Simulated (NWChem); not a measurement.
# BH3 (SMILES [H]B([H])[H]): levels of theory compared

Aim: a comparison of 6 runs (HF/STO-3G, HF/6-31+G*, HF/def2-SVP, HF/6-311+G**, SVWN5/3-21G, CCSD(T)/6-31+G*) of BH3. 

The calculation is run with NWChem 7.3.0.

## Step 1: The structure to begin with

BH3: 4 atoms, total charge 0, spin state singlet. As SMILES, `[H]B([H])[H]`. Geometry: relaxed at GFN2-xTB.

Bond lengths: B1–H2 1.164 Å, B1–H3 1.165 Å, B1–H4 1.165 Å. Angles: H2–B1–H3 120.0°, H2–B1–H4 120.0°, H3–B1–H4 120.0°.

## Step 2: Energy and gradient at HF/STO-3G (run 1)

run.py

```python
from ase import Atoms
from ase.calculators.nwchem import NWChem

atoms = Atoms('BHHH', positions=[
    [0.000060, 0.000030, -0.001400],
    [1.163870, -0.030320, 0.015280],
    [-0.555340, 1.023410, -0.018650],
    [-0.608600, -0.993120, 0.004770],
])

calc = NWChem(
    label='input',
    theory='scf',
    memory='2200 mb',
    basis='STO-3G',
    basispar='spherical bse',
    scf={'nopen': '0', 'rhf': None, 'thresh': '1e-08', 'maxiter': '80', 'print': 'low'},
)
atoms.calc = calc

forces = atoms.get_forces()
print(f"energy = {atoms.get_potential_energy():.6f} eV")
print("forces (eV/A):")
for s, f in zip(atoms.symbols, forces):
    print(f"{s:2s} {f[0]:10.5f} {f[1]:10.5f} {f[2]:10.5f}")
```

The run is started by

```sh
export ASE_NWCHEM_COMMAND="nwchem PREFIX.nwi > PREFIX.nwo"
python run.py
```

Log:

```text
energy = -709.418816 eV
forces (eV/A):
B    -0.01167   -0.00884    0.02921
H    -0.15452    0.00329   -0.01167
H     0.07595   -0.14244   -0.00710
H     0.09019    0.14799   -0.01039
```

The calculator wrote input.nwi:

```
title "input"

permanent_dir input

scratch_dir input

start input

geometry units angstrom nocenter noautosym noautoz
  B  6.0000000000000002e-05 3.0000000000000001e-05 -1.4000000000000000e-03
  H  1.1638700000000000e+00 -3.0320000000000000e-02 1.5280000000000000e-02
  H  -5.5533999999999994e-01 1.0234099999999999e+00 -1.8650000000000000e-02
  H  -6.0860000000000003e-01 -9.9312000000000000e-01 4.7699999999999999e-03
end

memory 2200 mb

basis spherical bse noprint
   * library STO-3G
end

scf
  nopen 0
  rhf
  thresh 1e-08
  maxiter 80
  print low
end

task scf gradient
```

input.nwo:

```text
Northwest Computational Chemistry Package (NWChem) 7.3.0
             --------------------------------------------------------

           Job information
           ---------------

    nwchem branch   = 7.3.0
    use scalapack   = T
    input           = input.nwi
    prefix          = input.
    data base       = input/input.db
    status          = startup
    nproc           =        1

           Memory information
           ------------------

    heap     =     72089600 doubles =      550.0 Mbytes
    stack    =     72089597 doubles =      550.0 Mbytes
    global   =    144179200 doubles =     1100.0 Mbytes (distinct from heap & stack)
    total    =    288358397 doubles =     2200.0 Mbytes
    verify   = yes
    hardfail = no

[... 35 lines left out ...]
            Nuclear Dipole moment (a.u.)
[... 57 lines left out ...]
 Starting SCF solution at       0.0s

       Final RHF  results
       ------------------

         Total SCF energy =    -26.070660840947
      One-electron energy =    -49.290175997113
      Two-electron energy =     15.616432697750
 Nuclear repulsion energy =      7.603082458416

        Time for solution =      0.0s

                              NWChem Gradients Module
                              -----------------------

                         RHF ENERGY GRADIENTS

    atom               coordinates                        gradient
                 x          y          z           x          y          z
   1 B       0.000113   0.000057  -0.002646    0.000227   0.000172  -0.000568
   2 H       2.199395  -0.057296   0.028875    0.003005  -0.000064   0.000227
   3 H      -1.049440   1.933964  -0.035243   -0.001477   0.002770   0.000138
   4 H      -1.150087  -1.876725   0.009014   -0.001754  -0.002878   0.000202

 Task  times  cpu:        0.0s     wall:        0.0s
 Total times  cpu:        0.1s     wall:        0.1s
```

It took 0.88 s on 1 thread of AMD EPYC 9R45 (Zen 5), shared host; peak memory 0.098 GiB.

## Step 3: Energy and gradient at HF/6-31+G(d) (spherical functions) (run 2)

bh3.nw

```
START bh3
memory stack 880 mb heap 220 mb global 1100 mb
charge 0

GEOMETRY units au noautosym nocenter noautoz
B      0.00011338     0.00005669    -0.00264562
H      2.19939554    -0.05729650     0.02887502
H     -1.04944051     1.93396461    -0.03524339
H     -1.15008732    -1.87672481     0.00901399
END

BASIS "ao basis" spherical bse
* library 6-31+G*
END

SCF
thresh 1e-08
maxiter 80
noprint "final vectors analysis"
END

TASK scf gradient
```

The run is started by

```sh
nwchem bh3.nw > bh3.out
```

Log:

```text
[...]
  functions       =    24
[...]
  wavefunction    = RHF
[...]
         Total SCF energy =    -26.389158855186
      One-electron energy =    -49.353555944135
      Two-electron energy =     15.361315173029
 Nuclear repulsion energy =      7.603081915920
        Time for solution =      0.1s
[...]
                         RHF ENERGY GRADIENTS
    atom               coordinates                        gradient
                 x          y          z           x          y          z
   1 B       0.000113   0.000057  -0.002646    0.000184   0.000139  -0.000435
   2 H       2.199396  -0.057297   0.028875   -0.013075   0.000354  -0.000022
   3 H      -1.049441   1.933965  -0.035243    0.006205  -0.011390   0.000358
   4 H      -1.150087  -1.876725   0.009014    0.006686   0.010896   0.000098
[...]
```

Run time: 0.72 s. Hardware: 1 thread of AMD EPYC 9R45 (Zen 5), shared host; peak memory 0.099 GiB.

## Step 4: Energy and forces at HF/def2-SVP (run 3)

test.nw

```
start test
title "BH3 hf"
memory total 2200 mb
charge 0

geometry units angstroms noautosym nocenter noautoz
   B      0.000060     0.000030    -0.001400
   H      1.163870    -0.030320     0.015280
   H     -0.555340     1.023410    -0.018650
   H     -0.608600    -0.993120     0.004770
end

basis "ao basis" spherical bse
   * library def2-SVP
end

scf
   thresh 1e-08
   maxiter 80
end

task scf gradient
```

The run is started by

```sh
nwchem test.nw > test.out
```

Log:

```text
[...]
  functions       =    29
[...]
  wavefunction    = RHF
[...]
         Total SCF energy =    -26.368803784366
      One-electron energy =    -49.295917244676
      Two-electron energy =     15.324031001894
 Nuclear repulsion energy =      7.603082458416
        Time for solution =      0.1s
[...]
                         RHF ENERGY GRADIENTS
    atom               coordinates                        gradient
                 x          y          z           x          y          z
   1 B       0.000113   0.000057  -0.002646    0.000191   0.000145  -0.000409
   2 H       2.199395  -0.057296   0.028875   -0.018269   0.000490  -0.000096
   3 H      -1.049440   1.933964  -0.035243    0.008681  -0.015954   0.000435
   4 H      -1.150087  -1.876725   0.009014    0.009397   0.015320   0.000071
[...]
```

It took 0.72 s on 1 thread of AMD EPYC 9R45 (Zen 5), shared host; peak memory 0.099 GiB.

Runs 4 to 5 aren't shown in full; the table further down has their settings and results.

## Step 5: A single-point energy at CCSD(T)/6-31+G(d) (spherical functions) (run 6)

geom.xyz

```xyz
4
BH3
B      0.000060     0.000030    -0.001400
H      1.163870    -0.030320     0.015280
H     -0.555340     1.023410    -0.018650
H     -0.608600    -0.993120     0.004770
```

geom.nw

```
start geom
title "BH3"
memory 2200 mb

geometry units angstrom noautosym nocenter noautoz
  load geom.xyz
end

basis spherical bse
  B library 6-31+G*
  H library 6-31+G*
end

scf
  thresh 1e-08
  maxiter 80
end

ccsd
  freeze core 1
  maxiter 60
end

task ccsd(t)
```

The run is started by

```sh
nwchem geom.nw > geom.out
```

Log:

```text
[...]
  functions       =    24
[...]
  wavefunction    = RHF
[...]
         Total SCF energy =    -26.389158849087
      One-electron energy =    -49.353556983182
      Two-electron energy =     15.361315675679
 Nuclear repulsion energy =      7.603082458416
        Time for solution =      0.1s
[...]
 Total MP2 energy:            -26.463305822527232
[...]
             energy      energy      error      ampl     ampl      Block
                                                time     time      time
[...]
 Total CCSD energy:            -26.482178423577153
[...]
 Total CCSD+T(CCSD) energy:            -26.483586258016235
[...]
 Total CCSD(T) energy:                 -26.483525533768827
[...]
```

It took 1.1 s on 1 thread of AMD EPYC 9R45 (Zen 5), shared host; peak memory 0.1 GiB.

## Step 6: Overview of the runs

```csv
run,level,iteration cap,module,energy (Eh),largest force (eV/Å),wall time
1,HF/STO-3G,80,scf,-26.070661,0.174,0.88 s
2,HF/6-31+G* (spherical functions),80,scf,-26.389159,0.673,0.72 s
3,HF/def2-SVP,80,scf,-26.368804,0.940,0.72 s
4,HF/6-311+G**,80,scf,-26.396175,0.665,1 s
5,SVWN5/3-21G,100,dft,-26.111573,1.132,1 s
6,CCSD(T)/6-31+G* (spherical functions),80,ccsd(t),-26.483526,–,1.1 s
```

## Step 7: What came out

```
                                         quantity         value
                              run 6: total energy  -26.48353 Eh
       run 6: HOMO energy (Hartree–Fock orbitals)     -13.69 eV
       run 6: LUMO energy (Hartree–Fock orbitals)       1.03 eV
     run 6: HOMO–LUMO gap (Hartree–Fock orbitals)      14.72 eV
run 6: correlation energy (1 core orbital frozen)     -94.4 mEh
                            run 6: (T) correction     -1.35 mEh
```

**Reading.** Over runs 3, 4, 5 the HOMO–LUMO gap runs from 5.31 eV (SVWN5/3-21G) to 15.59 eV (HF/def2-SVP). The two ends differ in method and basis. In run 1 the basis is minimal, so the values are rough. All runs together took 5.4 s, the longest 1.1 s.
